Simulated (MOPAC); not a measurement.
MOPAC input (AM1):

```
AM1 PRECISE GNORM=0.05 LET XYZ GEO-OK AUX(PRECISION=9) THREADS=1
C2H5Cl

C     0.01324194 1    0.81758858 1   -0.01276392 1
C     1.51567282 1    0.64569034 1   -0.01856739 1
Cl   -0.83444090 1   -0.78203684 1    0.01684244 1
H    -0.33330320 1    1.35547911 1    0.86643399 1
H    -0.34328722 1    1.32799722 1   -0.90426753 1
H     1.99427262 1    1.62844639 1   -0.03651866 1
H     1.85214717 1    0.11523649 1    0.87210240 1
H     1.84217733 1    0.08779363 1   -0.89608378 1
```

Question: What heat of formation does the run end on?

Answer: -26.19 kcal/mol.
